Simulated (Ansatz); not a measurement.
# BN2+ (triplet): from Hartree-Fock to the top rungs, cc-pVDZ

An exercise on one series of results from a longer session: the logs are not shown, and one member is left open.

Method: cc-pVDZ, core rule «outside noble gas», up to 3 orbitals frozen; program: Ansatz 0.2.0, Gaussian basis.

To be run: UHF; CCSD(T) on ROHF; CCSD(T) on UHF; BCCD(T) on ROHF; CISD; CCSDT(Q) on ROHF; CCSDT(Q) on UHF.

36 further runs of the same task are left out: 12 for a known fault of the program, 12 that didn't finish, 12 set aside as unsound or not needed.

## What is computed

The geometry is a PBE0/def2-TZVP stationary point (not a proven minimum) of the parent state, kept for this charge and spin.

3 atoms, charge 1, spin multiplicity 3.

Atoms are counted from 1 here; the program's logs count them from 0.

Bond lengths: B1–N2 1.314 Å, N2–N3 1.170 Å. Angles: B1–N2–N3 180.0°.

The first run:

File in.yaml:

```yaml
crystal:
  periodic: [false, false, false]
  atoms:
    - {symbol: B, position_ang: [0.000000, 0.000000, 1.266000]}
    - {symbol: N, position_ang: [0.000000, 0.000000, -0.048200]}
    - {symbol: N, position_ang: [0.000000, 0.000000, -1.217800]}
basis:
  gaussian: {orbitals: cc-pVDZ}
total_charge: 1
magnetization: {spin_polarized: true, initial_magnetization: 2}
hamiltonian: {xc: hf}
output: {orbitals: {seedname: orbitals}}
```

On the command line:

```sh
ansatz run in.yaml --threads 1 --pin off --events-out ev --progress --plain --max-ram 2393MiB
```

Among the steps run: UHF; CCSD(T) on ROHF; CCSD(T) on UHF; BCCD(T) on ROHF; CISD; CCSDT(Q) on ROHF; CCSDT(Q) on UHF.

One table of the session follows, with a row left open; its other results are not shown here.

It belongs to the step «Misses and costs». 

```
   method  from RCCSDT(Q) (kJ/mol)
     ROHF                   +968.9
      UHF                   +921.0
     RMP2                    +78.8
     UMP2                   +118.5
     CISD                   +127.6
    RCCSD                    +48.7
    UCCSD                    +46.1
 RCCSD(T)                     +6.0
 UCCSD(T)                     +7.8
  BCCD(T)                     +6.8
   RCCSDT                     +4.9
   UCCSDT                     +4.5
RCCSDT(Q)                        0
UCCSDT(Q)                        ?
```

**Question.** Estimate the row for UCCSDT(Q).

As computed: from RCCSDT(Q) (kJ/mol): -0.2. In the column «from RCCSDT(Q) (kJ/mol)» it is the lowest.

Caveats from the session: Restricted and unrestricted rows rest on different reference determinants; where their highest levels disagree by more than a few hundredths of an eV, they describe different states and don't form one ladder.
